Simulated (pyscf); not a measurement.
`[NH2][InH][OH]` -> `[OH][In]` [singlet] + `[NH3]`, a 1,1-elimination (singlet surface; In–N, H–In broken, H–N formed). Optimised with ωB97X-D3(BJ)/def2-SVP in PySCF. Correlated levels are frozen-core, on RHF or UHF. ΔMP2 is the change of the MP2 total energy from the triple- to the quadruple-zeta basis. Energies in kcal/mol from the reactant's lowest minimum found.

Small-basis levels: PySCF, no dispersion term, spherical d functions. AM1 to PM7: differences of heats of formation from MOPAC. GFN2-xTB: tblite. Cost: rough CPU time at the saddle relative to B3LYP/6-31G*+LANL2DZ, from one job on a shared machine.

```json
[
 {"level": "SVWN5/6-31G*+LANL2DZ", "barrier": "39.8", "reaction energy": "-0.4", "cost": "0.9"},
 {"level": "B3LYP/LANL2DZ", "barrier": "51.5", "reaction energy": "+1.2", "cost": "0.9"},
 {"level": "B3LYP/6-31G*+LANL2DZ", "barrier": "50.2", "reaction energy": "-3.8", "cost": "1"},
 {"level": "M06-2X/6-31G*+LANL2DZ", "barrier": "56.0", "reaction energy": "-1.0", "cost": "2"},
 {"level": "B3LYP/6-311+G**+LANL2DZ", "barrier": "49.9", "reaction energy": "-7.3", "cost": "1"},
 {"level": "PBE/def2-SVP", "barrier": "35.5", "reaction energy": "-17.1", "cost": "3"},
 {"level": "B3LYP/def2-SVP", "barrier": "42.3", "reaction energy": "-20.5", "cost": "2"},
 {"level": "GFN2-xTB", "barrier": "23.8", "reaction energy": "-38.6", "cost": "under 0.02"},
 {"level": "AM1", "barrier": "29.7", "reaction energy": "-42.7", "cost": "under 0.02"},
 {"level": "PM3", "barrier": "50.5", "reaction energy": "-4.9", "cost": "under 0.02"},
 {"level": "PM6", "barrier": "45.1", "reaction energy": "-36.9", "cost": "under 0.02"},
 {"level": "PM7", "barrier": "56.2", "reaction energy": "-13.3", "cost": "under 0.02"},
 {"level": "CCSD(T)/def2-TZVPP + ΔMP2(QZVPP)", "barrier": "46.6", "reaction energy": "-14.2", "cost": "–"}
]
```

Against the last row the barrier runs from -22.9 (GFN2-xTB) to +9.6 kcal/mol (PM7). CCSD(T)/def2-TZVPP + ΔMP2(QZVPP) has limits of its own. On the product side the descent ends in an adduct with a In–N contact, 14.2 kcal/mol under the separated species and 76.2 kcal/mol under the saddle at ωB97X-D3(BJ)/def2-TZVP. What is counted as broken (In–N) persists as a longer contact in the product adduct; parting that adduct is a step of its own. At ωB97X-D3(BJ) the barrier from the zero used here is 52.5 kcal/mol. One saddle was located; it need not be the lowest between these sides. The CCSD(T) − MP2 part came from Ansatz, without density fitting, on the same reference. The frozen core leaves the outer d or s,p core shells of the metals and heavy elements correlated in the MP2 and CC values, and def2-TZVPP describes them poorly, which can shift differences by a few kcal/mol. Elements past Kr carry the def2 core potentials, without spin-orbit coupling.
